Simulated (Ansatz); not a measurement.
# H3OSi with multiplicity 2: reaction (1,2-shift), part 2 of 2

Aim: the minimum-energy path and barrier of the reaction (1,2-shift). The ends are relaxed first, then joined by a nudged elastic band. Meant to form: O3–H1; to break: Si2–H1. The start is a guess near the saddle point, from which both ends are pulled out.

Ansatz 0.2.0; UKS PBE0/def2-TZVP. The steps go on from the part before.

## (7) Images and barrier

The 7 inner images lie between the fixed ends 0 and 8. Energy is taken from image 0, and the path length is the program's own coordinate along the band.

| image | path (Å) | energy (eV) | O3–H1 (Å) | Si2–H1 (Å) | band force (eV/Å) |
| --- | --- | --- | --- | --- | --- |
| 0 | 0.000 | 0.0000 | 2.43 | 1.49 | - |
| 1 | 0.289 | 0.1145 | 2.11 | 1.50 | 0.000 |
| 2 | 0.579 | 0.4431 | 1.77 | 1.53 | 0.000 |
| 3* | 0.868 | 0.7776 | 1.41 | 1.58 | 0.000 |
| 4 | 1.184 | -0.1382 | 1.05 | 1.72 | 0.000 |
| 5 | 1.500 | -0.8641 | 0.96 | 1.99 | 0.000 |
| 6 | 1.816 | -1.1161 | 0.96 | 2.23 | 0.022 |
| 7 | 2.132 | -1.1464 | 0.96 | 2.27 | 0.001 |
| 8 | 2.448 | -1.1675 | 0.96 | 2.26 | - |

The star marks the climbing image.

image, energy (eV) and a bar:
```
        0      0.000 ##################
        1      0.115 ####################
        2      0.443 #########################
        3      0.778 ##############################
        4     -0.138 ################
        5     -0.864 #####
        6     -1.116 #
        7     -1.146 
        8     -1.167
```

How the highest energy settled:

```
iteration  highest image above image 0 (eV)  largest band force (eV/Å)
        1                            0.8825                      2.584
        2                            0.7738                      0.892
        3                            0.7792                      0.770
        4                            0.7616                      0.474
        5                            0.7778                      0.186
        6                            0.7777                      0.037
        7                            0.7776                      0.069
        8                            0.7776                      0.051
        9                            0.7776                      0.022
```

The band as a trajectory file:

```xyz
5
image=0 dE=0.0000
H    -1.436   -0.252    0.132
Si    0.022    0.055    0.026
O     0.552   -1.278   -0.805
H     0.630    0.159    1.377
H     0.233    1.316   -0.730
5
image=1 dE=0.1145
H    -1.363   -0.399    0.038
Si    0.057    0.092    0.040
O     0.371   -1.290   -0.778
H     0.664    0.225    1.394
H     0.271    1.371   -0.694
5
image=2 dE=0.4431
H    -1.282   -0.543   -0.057
Si    0.086    0.137    0.059
O     0.185   -1.268   -0.729
H     0.702    0.262    1.414
H     0.309    1.412   -0.686
5
image=3 dE=0.7776
H    -1.189   -0.683   -0.152
Si    0.097    0.198    0.090
O     0.003   -1.226   -0.669
H     0.741    0.277    1.427
H     0.349    1.434   -0.696
5
image=4 dE=-0.1382
H    -1.118   -0.850   -0.258
Si    0.107    0.292    0.139
O    -0.168   -1.155   -0.595
H     0.785    0.272    1.437
H     0.394    1.441   -0.723
5
image=5 dE=-0.8641
H    -1.183   -1.046   -0.356
Si    0.065    0.398    0.192
O    -0.231   -1.074   -0.510
H     0.837    0.300    1.446
H     0.512    1.422   -0.772
5
image=6 dE=-1.1161
H    -1.216   -1.256   -0.424
Si    0.000    0.502    0.223
O    -0.299   -0.985   -0.433
H     0.866    0.365    1.427
H     0.649    1.375   -0.794
5
image=7 dE=-1.1464
H    -1.141   -1.371   -0.252
Si   -0.023    0.554    0.176
O    -0.370   -0.888   -0.551
H     0.761    0.372    1.436
H     0.773    1.333   -0.808
5
image=8 dE=-1.1675
H    -0.995   -1.429   -0.110
Si   -0.043    0.606    0.128
O    -0.492   -0.795   -0.623
H     0.654    0.329    1.424
H     0.876    1.289   -0.819
```

## (8) Frequencies at the highest image

The geometry is the highest inner image of the first converged band.

input.yaml

```yaml
crystal:
  periodic: [false, false, false]
  atoms:
    - { symbol: H, position_ang: [-1.189355, -0.682899, -0.152424] }
    - { symbol: Si, position_ang: [0.096634, 0.197503, 0.089808] }
    - { symbol: O, position_ang: [0.003327, -1.225507, -0.66865] }
    - { symbol: H, position_ang: [0.740861, 0.277013, 1.426909] }
    - { symbol: H, position_ang: [0.348634, 1.433991, -0.695544] }
magnetization:
  spin_polarized: true
  initial_magnetization: 1
basis:
  gaussian: { orbitals: def2-TZVP }
hamiltonian:
  xc: pbe0
phonons: {}
```

Started as:

```
$ ansatz run input.yaml --threads 2 --pin off --max-ram 3072MiB --backend cpu --events-out ev --progress --plain --runs-dir out
```

What it wrote, shortened:

```text
Warning: RAYON_NUM_THREADS=2 ignored (pool sized by the plan → 2); use --threads N
[...]
Functional definition: PBE0
[...]
551 factors; their error is unknown
[...]
mean field -9966.65697614 eV, -366.2678882304 hartree, gradient 3.5e-5 eV, S^2 0.757693; 0 other end points of the search recorded, 0 dependent functions left out
[...]
reference -9966.65700317 eV, -366.2678892239 hartree; 13, 12 occupied and 73, 74 virtual orbitals, 551 factors
[...]
551 factors; their error is unknown
mean field -9966.65694924 eV, -366.2678872418 hartree, gradient 2.5e-6 eV, S^2 0.757694; 0 other end points of the search recorded, 0 dependent functions left out
[...]
reference -9966.65697627 eV, -366.2678882351 hartree; 13, 12 occupied and 73, 74 virtual orbitals, 551 factors
[...]
551 factors; their error is unknown
mean field -9966.65694920 eV, -366.2678872404 hartree, gradient 2.0e-6 eV, S^2 0.757692; 0 other end points of the search recorded, 0 dependent functions left out
[...]
551 factors; their error is unknown
[...]
mean field -9966.65695556 eV, -366.2678874740 hartree, gradient 1.7e-6 eV, S^2 0.757697; 0 other end points of the search recorded, 0 dependent functions left out
[...]
reference -9966.65698259 eV, -366.2678884675 hartree; 13, 12 occupied and 73, 74 virtual orbitals, 551 factors
WARN: phonons: modes at or below zero, which the zero-point energy, F, S and C_V leave out: 1, the lowest at -1527.76 cm⁻¹. A minimum has none, and a first-order saddle one
Total energy: -9966.65700317 eV, -366.2678892239 hartree
Atom 0 at    -1.189355    -0.682899    -0.152424 Å, force     0.000041     0.000084     0.000005 eV/Å
Atom 1 at     0.096634     0.197503     0.089808 Å, force    -0.000038    -0.000064     0.000034 eV/Å
Atom 2 at     0.003327    -1.225507    -0.668650 Å, force    -0.000015    -0.000183    -0.000087 eV/Å
Atom 3 at     0.740861     0.277013     1.426909 Å, force     0.000028     0.000040     0.000091 eV/Å
Atom 4 at     0.348634     1.433991    -0.695544 Å, force    -0.000015     0.000123    -0.000043 eV/Å
Dipole moment:     0.020110     0.400142     0.214403 e Å
Vibrations: -1527.76 591.66 654.25 745.24 938.97 983.38 1965.10 2212.26 2230.55 cm⁻¹, zero-point energy 0.639846 eV
```

Wall time 23 s (2 threads of Arm Neoverse V1, shared host); peak memory 0.14 GiB.

Of 9 modes, 1 is imaginary by more than 30 cm⁻¹ (1528i cm⁻¹).

## (9) Another band, settings changed

crystal.atoms and neb.final_atoms are the typed geometries, not the relaxed ends. With 7 inner images the band has 9 in all. The start path is listed, through a guess of the saddle.

input.yaml

```yaml
crystal:
  periodic: [false, false, false]
  atoms:
    - { symbol: H, position_ang: [-1.1754, -0.8503, -0.208] }
    - { symbol: Si, position_ang: [0.0256, 0.3111, 0.1452] }
    - { symbol: O, position_ang: [-0.0801, -1.1333, -0.6119] }
    - { symbol: H, position_ang: [0.7838, 0.2634, 1.3905] }
    - { symbol: H, position_ang: [0.4462, 1.4092, -0.7157] }
magnetization:
  spin_polarized: true
  initial_magnetization: 1
basis:
  gaussian: { orbitals: def2-TZVP }
hamiltonian:
  xc: pbe0
neb:
  order_check: false
  images: 7
  f_tol: 0.03
  max_iterations: 60
  final_atoms:
    - { symbol: H, position_ang: [-1.1754, -0.8503, -0.208] }
    - { symbol: Si, position_ang: [0.0256, 0.3111, 0.1452] }
    - { symbol: O, position_ang: [-0.0801, -1.1333, -0.6119] }
    - { symbol: H, position_ang: [0.7838, 0.2634, 1.3905] }
    - { symbol: H, position_ang: [0.4462, 1.4092, -0.7157] }
  initial_path:
    images:
      - { positions_ang: [[-1.1754, -0.8503, -0.208], [0.0256, 0.3111, 0.1452], [-0.0801, -1.1333, -0.6119], [0.7838, 0.2634, 1.3905], [0.4462, 1.4092, -0.7157]] }
      - { positions_ang: [[-1.1754, -0.8503, -0.208], [0.0256, 0.3111, 0.1452], [-0.0801, -1.1333, -0.6119], [0.7838, 0.2634, 1.3905], [0.4462, 1.4092, -0.7157]] }
      - { positions_ang: [[-1.1754, -0.8503, -0.208], [0.0256, 0.3111, 0.1452], [-0.0801, -1.1333, -0.6119], [0.7838, 0.2634, 1.3905], [0.4462, 1.4092, -0.7157]] }
      - { positions_ang: [[-1.1754, -0.8503, -0.208], [0.0256, 0.3111, 0.1452], [-0.0801, -1.1333, -0.6119], [0.7838, 0.2634, 1.3905], [0.4462, 1.4092, -0.7157]] }
      - { positions_ang: [[-1.1754, -0.8503, -0.208], [0.0256, 0.3111, 0.1452], [-0.0801, -1.1333, -0.6119], [0.7838, 0.2634, 1.3905], [0.4462, 1.4092, -0.7157]] }
      - { positions_ang: [[-1.1754, -0.8503, -0.208], [0.0256, 0.3111, 0.1452], [-0.0801, -1.1333, -0.6119], [0.7838, 0.2634, 1.3905], [0.4462, 1.4092, -0.7157]] }
      - { positions_ang: [[-1.1754, -0.8503, -0.208], [0.0256, 0.3111, 0.1452], [-0.0801, -1.1333, -0.6119], [0.7838, 0.2634, 1.3905], [0.4462, 1.4092, -0.7157]] }
      - { positions_ang: [[-1.1754, -0.8503, -0.208], [0.0256, 0.3111, 0.1452], [-0.0801, -1.1333, -0.6119], [0.7838, 0.2634, 1.3905], [0.4462, 1.4092, -0.7157]] }
      - { positions_ang: [[-1.1754, -0.8503, -0.208], [0.0256, 0.3111, 0.1452], [-0.0801, -1.1333, -0.6119], [0.7838, 0.2634, 1.3905], [0.4462, 1.4092, -0.7157]] }
```

Started as:

```
$ ansatz run input.yaml --threads 2 --pin off --max-ram 3072MiB --backend cpu --events-out ev --progress --plain --runs-dir out
```

What it wrote:

```text
Error: invalid value for `neb.final_atoms`: is identical to crystal.atoms — the two endpoints must differ for a path to exist
```

It took 0.03 s on 2 threads of Arm Neoverse V1, shared host; peak memory 0.031 GiB.

The input was refused before any calculation.

## (10) A trajectory let go at the top

It starts at the highest inner image of the first converged band: 200 steps of 0.5 fs at constant energy, with velocities drawn for 300 K.

input.yaml

```yaml
crystal:
  periodic: [false, false, false]
  atoms:
    - { symbol: H, position_ang: [-1.189355, -0.682899, -0.152424] }
    - { symbol: Si, position_ang: [0.096634, 0.197503, 0.089808] }
    - { symbol: O, position_ang: [0.003327, -1.225507, -0.66865] }
    - { symbol: H, position_ang: [0.740861, 0.277013, 1.426909] }
    - { symbol: H, position_ang: [0.348634, 1.433991, -0.695544] }
magnetization:
  spin_polarized: true
  initial_magnetization: 1
basis:
  gaussian: { orbitals: def2-TZVP }
hamiltonian:
  xc: pbe0
md:
  timestep: 0.5
  n_steps: 200
  ensemble: nve
  temperature: 300.0
  initial_velocities: maxwell_boltzmann
  seed: 11231
```

Started as:

```
$ ansatz run input.yaml --threads 2 --pin off --max-ram 3072MiB --backend cpu --events-out ev --progress --plain --runs-dir out
```

What it wrote, shortened:

```text
Warning: RAYON_NUM_THREADS=2 ignored (pool sized by the plan → 2); use --threads N
[...]
Functional definition: PBE0
[...]
551 factors; their error is unknown
[...]
mean field -9966.65697614 eV, -366.2678882304 hartree, gradient 3.5e-5 eV, S^2 0.757693; 0 other end points of the search recorded, 0 dependent functions left out
[...]
reference -9966.65700317 eV, -366.2678892239 hartree; 13, 12 occupied and 73, 74 virtual orbitals, 551 factors
md step     0: t =     0.00 fs  T =   300.0 K  F+E_penalty+E_count = -9966.65697614 eV  E_kin = 0.116334 eV  conserved = -9966.54064214 eV  (28 SCF iters)
[...]
md step    24: t =    12.00 fs  T =  3834.3 K  F+E_penalty+E_count = -9968.03176218 eV  E_kin = 1.486870 eV  conserved = -9966.54489202 eV  (31 SCF iters)
[...]
md step    48: t =    24.00 fs  T =  2066.9 K  F+E_penalty+E_count = -9967.34097317 eV  E_kin = 0.801506 eV  conserved = -9966.53946720 eV  (30 SCF iters)
[...]
md step    72: t =    36.00 fs  T =  2908.3 K  F+E_penalty+E_count = -9967.66841946 eV  E_kin = 1.127779 eV  conserved = -9966.54064066 eV  (32 SCF iters)
[...]
md step    96: t =    48.00 fs  T =  3917.7 K  F+E_penalty+E_count = -9968.06783768 eV  E_kin = 1.519193 eV  conserved = -9966.54864436 eV  (30 SCF iters)
md step    97: t =    48.50 fs  T =  4237.2 K  F+E_penalty+E_count = -9968.19482465 eV  E_kin = 1.643115 eV  conserved = -9966.55170993 eV  (30 SCF iters)
```

## (11) The log goes on: dynamics from the highest image of the converged band

The log, continued, shortened:

```text
md step    98: t =    49.00 fs  T =  4246.3 K  F+E_penalty+E_count = -9968.19559765 eV  E_kin = 1.646640 eV  conserved = -9966.54895731 eV  (29 SCF iters)
[...]
md step   123: t =    61.50 fs  T =  3825.7 K  F+E_penalty+E_count = -9968.03408175 eV  E_kin = 1.483527 eV  conserved = -9966.55055523 eV  (29 SCF iters)
[...]
md step   148: t =    74.00 fs  T =   812.5 K  F+E_penalty+E_count = -9966.85364568 eV  E_kin = 0.315066 eV  conserved = -9966.53857956 eV  (33 SCF iters)
[...]
md step   173: t =    86.50 fs  T =  3085.5 K  F+E_penalty+E_count = -9967.73786899 eV  E_kin = 1.196504 eV  conserved = -9966.54136481 eV  (32 SCF iters)
[...]
md step   198: t =    99.00 fs  T =  4069.7 K  F+E_penalty+E_count = -9968.11599335 eV  E_kin = 1.578132 eV  conserved = -9966.53786135 eV  (30 SCF iters)
md step   199: t =    99.50 fs  T =  4429.6 K  F+E_penalty+E_count = -9968.26504928 eV  E_kin = 1.717728 eV  conserved = -9966.54732113 eV  (31 SCF iters)
[...]
md step   200: t =   100.00 fs  T =  4636.0 K  F+E_penalty+E_count = -9968.34916590 eV  E_kin = 1.797753 eV  conserved = -9966.55141327 eV  (27 SCF iters)
Total energy: -9968.34919196 eV, -366.3300760149 hartree
Atom 0 at     0.315002    -1.575561    -1.383568 Å, force     0.323897     0.112874    -0.234823 eV/Å
Atom 1 at     0.140421     0.252361     0.144812 Å, force     0.422043    -1.867045    -0.749388 eV/Å
Atom 2 at    -0.191851    -1.264893    -0.639474 Å, force    -0.030714     2.010589     1.263730 eV/Å
Atom 3 at     1.597371     0.232487     0.685098 Å, force    -0.861534     0.131315    -0.391859 eV/Å
Atom 4 at    -0.134356     1.467855    -0.718196 Å, force     0.146308    -0.387733     0.112340 eV/Å
Dipole moment:     0.204125     0.085066    -0.185624 e Å
```

It took 3.9 min on 2 threads of Arm Neoverse V1, shared host; peak memory 0.14 GiB.

## (12) Frames and traces

One step in 15; energies are changes from step 0:

| time (fs) | T (K) | potential energy change (meV/atom) | total energy change (meV/atom) | O3–H1 (Å) | Si2–H1 (Å) |
| --- | --- | --- | --- | --- | --- |
| 0.0 | 300 | 0.0 | 0.00 | 1.41 | 1.58 |
| 7.5 | 1180 | -67.8 | 0.38 | 1.19 | 1.63 |
| 15.0 | 3171 | -222.5 | 0.15 | 1.16 | 2.43 |
| 22.5 | 3667 | -263.9 | -2.82 | 0.96 | 2.69 |
| 30.0 | 2850 | -195.3 | 2.49 | 0.84 | 2.44 |
| 37.5 | 3982 | -287.7 | -2.14 | 1.03 | 1.95 |
| 45.0 | 969 | -51.5 | 0.42 | 1.21 | 1.81 |
| 52.5 | 4190 | -302.7 | -1.00 | 1.07 | 2.54 |
| 60.0 | 3041 | -212.5 | 0.06 | 0.86 | 2.57 |
| 67.5 | 4780 | -350.2 | -2.78 | 0.96 | 2.28 |
| 75.0 | 857 | -42.9 | 0.25 | 1.21 | 1.67 |
| 82.5 | 3916 | -281.8 | -1.31 | 1.05 | 2.09 |
| 90.0 | 2899 | -200.7 | 0.87 | 0.86 | 2.46 |
| 97.5 | 4073 | -294.2 | -1.54 | 0.92 | 2.54 |
| 100.0 | 4636 | -338.4 | -2.15 | 0.95 | 2.39 |

time (fs), T (K) and a bar:
```
      0.0        300 
      4.5        265 
      8.5       1910 ###########
     13.0       4689 ##############################
     17.5       3169 ####################
     21.5       3215 ####################
     26.0       1339 #######
     30.5       3388 #####################
     35.0       2374 ##############
     39.0       2501 ###############
     43.5       1020 #####
     48.0       3918 #########################
     52.0       4693 ##############################
     56.5       2775 #################
     61.0       3989 #########################
     65.0       2340 ##############
     69.5       3709 #######################
     74.0        812 ####
     78.5       2462 ###############
     82.5       3916 #########################
     87.0       3491 ######################
     91.5       3367 #####################
     95.5       2645 ################
    100.0       4636 ##############################
```

Bonds that form or break, judged by distance (formed within 1.15 times the sum of covalent radii and held on average over 12 fs, broken when stretched by half; pairs already stretched at the start don't count as bonds):

```
time (fs)    bond   event
      9.0   H1–O3   forms
     13.5  H1–Si2  breaks
```

The last frame stands with the bonds of end B.

## (13) Dynamics from the top

It starts at the highest inner image of the first converged band: 200 steps of 0.5 fs at constant energy, with velocities drawn for 100 K.

Edit input.yaml of step 10 so:

```diff
@@ -19,4 +19,4 @@
   ensemble: nve
-  temperature: 300.0
+  temperature: 100.0
   initial_velocities: maxwell_boltzmann
-  seed: 11231
+  seed: 11232
```

Started as:

```
$ ansatz run input.yaml --threads 2 --pin off --max-ram 3072MiB --backend cpu --events-out ev --progress --plain --runs-dir out
```

What it wrote, shortened:

```text
Warning: RAYON_NUM_THREADS=2 ignored (pool sized by the plan → 2); use --threads N
[...]
Functional definition: PBE0
[...]
551 factors; their error is unknown
[...]
mean field -9966.65697614 eV, -366.2678882304 hartree, gradient 3.5e-5 eV, S^2 0.757693; 0 other end points of the search recorded, 0 dependent functions left out
[...]
reference -9966.65700317 eV, -366.2678892239 hartree; 13, 12 occupied and 73, 74 virtual orbitals, 551 factors
md step     0: t =     0.00 fs  T =   100.0 K  F+E_penalty+E_count = -9966.65697614 eV  E_kin = 0.038778 eV  conserved = -9966.61819814 eV  (28 SCF iters)
[...]
md step    24: t =    12.00 fs  T =   570.1 K  F+E_penalty+E_count = -9966.83902472 eV  E_kin = 0.221078 eV  conserved = -9966.61794634 eV  (35 SCF iters)
[...]
md step    48: t =    24.00 fs  T =  1542.6 K  F+E_penalty+E_count = -9967.21653810 eV  E_kin = 0.598208 eV  conserved = -9966.61833013 eV  (53 SCF iters)
[...]
md step    72: t =    36.00 fs  T =  1048.8 K  F+E_penalty+E_count = -9967.02517788 eV  E_kin = 0.406698 eV  conserved = -9966.61847973 eV  (49 SCF iters)
[...]
md step    96: t =    48.00 fs  T =  1072.8 K  F+E_penalty+E_count = -9967.03436251 eV  E_kin = 0.415998 eV  conserved = -9966.61836471 eV  (56 SCF iters)
md step    97: t =    48.50 fs  T =  1164.8 K  F+E_penalty+E_count = -9967.07008949 eV  E_kin = 0.451680 eV  conserved = -9966.61840911 eV  (57 SCF iters)
```

## (14) The output, continued: dynamics from the highest image of the converged band

The log, continued, shortened:

```text
md step    98: t =    49.00 fs  T =  1254.4 K  F+E_penalty+E_count = -9967.10487155 eV  E_kin = 0.486417 eV  conserved = -9966.61845464 eV  (57 SCF iters)
[...]
md step   123: t =    61.50 fs  T =  1222.2 K  F+E_penalty+E_count = -9967.09217138 eV  E_kin = 0.473947 eV  conserved = -9966.61822461 eV  (50 SCF iters)
[...]
md step   148: t =    74.00 fs  T =   975.6 K  F+E_penalty+E_count = -9966.99679918 eV  E_kin = 0.378310 eV  conserved = -9966.61848940 eV  (40 SCF iters)
[...]
md step   173: t =    86.50 fs  T =  1191.1 K  F+E_penalty+E_count = -9967.08004163 eV  E_kin = 0.461873 eV  conserved = -9966.61816842 eV  (50 SCF iters)
[...]
md step   198: t =    99.00 fs  T =  1074.1 K  F+E_penalty+E_count = -9967.03479124 eV  E_kin = 0.416508 eV  conserved = -9966.61828356 eV  (48 SCF iters)
md step   199: t =    99.50 fs  T =   985.2 K  F+E_penalty+E_count = -9967.00029033 eV  E_kin = 0.382042 eV  conserved = -9966.61824847 eV  (49 SCF iters)
[...]
md step   200: t =   100.00 fs  T =   898.4 K  F+E_penalty+E_count = -9966.96657489 eV  E_kin = 0.348368 eV  conserved = -9966.61820696 eV  (76 SCF iters)
Total energy: -9966.96660013 eV, -366.2792667022 hartree
Atom 0 at    -1.082881     0.969128     0.821523 Å, force    -0.359684    -1.085145    -0.541539 eV/Å
Atom 1 at    -0.013013     0.164827     0.093414 Å, force     1.572009     1.669669     0.838597 eV/Å
Atom 2 at     0.152061    -1.250837    -0.709264 Å, force    -0.766639    -0.036451     0.205692 eV/Å
Atom 3 at     1.098195     0.188065     1.132174 Å, force    -0.265913    -0.430936    -0.139228 eV/Å
Atom 4 at     0.579113     1.183359    -0.830594 Å, force    -0.179774    -0.117138    -0.363523 eV/Å
Dipole moment:    -0.138466     0.224863     0.151525 e Å
```

It took 6.3 min on 2 threads of Arm Neoverse V1, shared host; peak memory 0.18 GiB.

## (15) The trajectory

The trajectory, every 8 steps (energies from step 0):

```csv
time (fs),T (K),potential energy change (meV/atom),total energy change (meV/atom),O3–H1 (Å),Si2–H1 (Å)
0.0,100,0.0,0.00,1.41,1.58
4.0,61,3.0,0.03,1.45,1.58
8.0,156,-4.3,0.03,1.51,1.57
12.0,570,-36.4,0.05,1.67,1.55
16.0,1369,-98.5,-0.07,1.96,1.56
20.0,1655,-120.7,-0.05,2.31,1.59
24.0,1543,-111.9,-0.03,2.59,1.58
28.0,1442,-104.1,-0.02,2.75,1.51
32.0,1357,-97.5,-0.04,2.86,1.45
36.0,1049,-73.6,-0.06,2.96,1.49
40.0,538,-34.0,0.00,2.99,1.53
44.0,431,-25.6,0.04,2.89,1.48
48.0,1073,-75.5,-0.03,2.76,1.46
52.0,1659,-121.0,-0.08,2.65,1.51
56.0,1678,-122.4,-0.05,2.53,1.52
60.0,1333,-95.6,0.00,2.37,1.49
64.0,1060,-74.4,-0.02,2.25,1.51
68.0,847,-57.9,0.01,2.14,1.57
72.0,932,-64.6,-0.03,2.01,1.57
76.0,904,-62.4,-0.04,1.89,1.50
80.0,747,-50.1,0.01,1.90,1.48
84.0,960,-66.7,-0.01,2.09,1.55
88.0,1399,-100.8,-0.01,2.32,1.57
92.0,1857,-136.3,-0.09,2.54,1.52
96.0,1578,-114.7,-0.05,2.76,1.49
100.0,898,-61.9,0.00,2.97,1.52
```

time (fs), T (K) and a bar:
```
      0.0        100 #
      4.5         63 
      8.5        181 ##
     13.0        770 ############
     17.5       1550 #########################
     21.5       1642 ###########################
     26.0       1444 #######################
     30.5       1444 #######################
     35.0       1138 ##################
     39.0        677 ##########
     43.5        388 ######
     48.0       1073 #################
     52.0       1659 ###########################
     56.5       1642 ###########################
     61.0       1257 ####################
     65.0        994 ################
     69.5        846 #############
     74.0        976 ###############
     78.5        757 ############
     82.5        861 ##############
     87.0       1255 ####################
     91.5       1835 ##############################
     95.5       1647 ###########################
    100.0        898 ##############
```

The last frame stands with the bonds of end A.

## (16) Outcome

What follows sums up all 2 parts.

| quantity | value |
| --- | --- |
| end A | 4 moves, 0.040 eV lower |
| end B | 12 moves, 0.429 eV lower |
| first band: barrier forwards | 0.78 eV |
| first band: barrier backwards | 1.95 eV |
| first band: second end relative to first | -1.167 eV |
| first band: highest image | 3 of 0 to 8, climbing |
| first band: band iterations | 9 |
| imaginary modes at the top | 1528i cm⁻¹ |
| second band | refused |
| trajectory at 300 K, after 100 fs | with the bonds of end B, at 4636 K |
| trajectory at 100 K, after 100 fs | with the bonds of end A, at 898 K |

What this shows: In the first band: along this path the system climbs 0.78 eV from the first end (30 kT at 300 K). Going back costs 1.95 eV, since the second end is 1.17 eV below the first. By distance, end A alone has H1–Si2 and end B alone has H1–O3. One imaginary mode, as a first-order saddle point has. Zero-point energy and entropy are left out.
